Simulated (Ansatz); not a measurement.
**SiH2O (singlet): from Hartree-Fock to the top rungs, cc-pVDZ**

One table from this session's results is given with a row withheld; the runs are named, their logs left out.

Computed with Ansatz 0.2.0, Gaussian basis. Level: cc-pVDZ, core rule «outside noble gas», up to 6 orbitals frozen.

To be run: UHF; CCSD(T) on RHF; CCSD(T) on UHF; BCCD(T) on RHF; CISD; CCSDT(Q) on RHF; CCSDT(Q) on UHF.

38 further runs of the same task are left out: 14 for a known fault of the program, 11 that didn't finish, 13 set aside as unsound or not needed.

### What is computed

The geometry is a PBE0/def2-TZVP stationary point (not a proven minimum) of the parent state, kept for this charge and spin.

4 atoms, charge 0, spin multiplicity 1.

Atoms are counted from 1 here; the program's logs count them from 0.

Bond lengths: Si1–O2 1.654 Å, Si1–H3 1.497 Å, O2–H4 0.960 Å. Angles: O2–Si1–H3 116.3°, Si1–O2–H4 116.5°.

Geometry (Å):

```xyz
4

Si    0.0252   -0.0964    0.5977
O    -0.0947    0.0941   -1.0410
H     0.0797    1.1612    1.4085
H     0.7227    0.0311   -1.5401
```

The first run:

in.yaml

```yaml
crystal:
  periodic: [false, false, false]
  atoms:
    - {symbol: Si, position_ang: [0.025157, -0.096377, 0.597723]}
    - {symbol: O, position_ang: [-0.094714, 0.094069, -1.040960]}
    - {symbol: H, position_ang: [0.079727, 1.161161, 1.408550]}
    - {symbol: H, position_ang: [0.722716, 0.031127, -1.540129]}
basis:
  gaussian: {orbitals: cc-pVDZ}
magnetization: {spin_polarized: true, initial_magnetization: 0}
hamiltonian: {xc: hf}
output: {orbitals: {seedname: orbitals}}
```

Launch:

```sh
ansatz run in.yaml --threads 1 --pin off --events-out ev --progress --plain --max-ram 2393MiB
```

Steps of the session up to this table: UHF; CCSD(T) on RHF; CCSD(T) on UHF; BCCD(T) on RHF; CISD; CCSDT(Q) on RHF; CCSDT(Q) on UHF.

One of the session's tables, all rows but one given; the rest of the session is left out.

```
   method  from RCCSDT(Q) (meV)
      RHF               +8300.7
      UHF                     ?
     RMP2                +904.1
     UMP2               +1034.3
     CISD                +902.4
    RCCSD                +228.4
    UCCSD                +247.8
 RCCSD(T)                 +40.3
 UCCSD(T)                 +56.6
  BCCD(T)                 +37.8
   RCCSDT                 +22.0
   UCCSDT                 +23.9
RCCSDT(Q)                     0
UCCSDT(Q)                  -0.3
```

Estimate the missing values for UHF.

As computed: from RCCSDT(Q) (meV): +8096.8. In the column «from RCCSDT(Q) (meV)» it lies between UMP2 (+1034.3) and RHF (+8300.7).

Limits of these values: The determinant is far from a pure spin state, so its energy mixes those of several spin states (harmless only where they are near-degenerate, as at dissociation). Restricted and unrestricted rows rest on different reference determinants; where their highest levels disagree by more than a few hundredths of an eV, they describe different states and don't form one ladder.
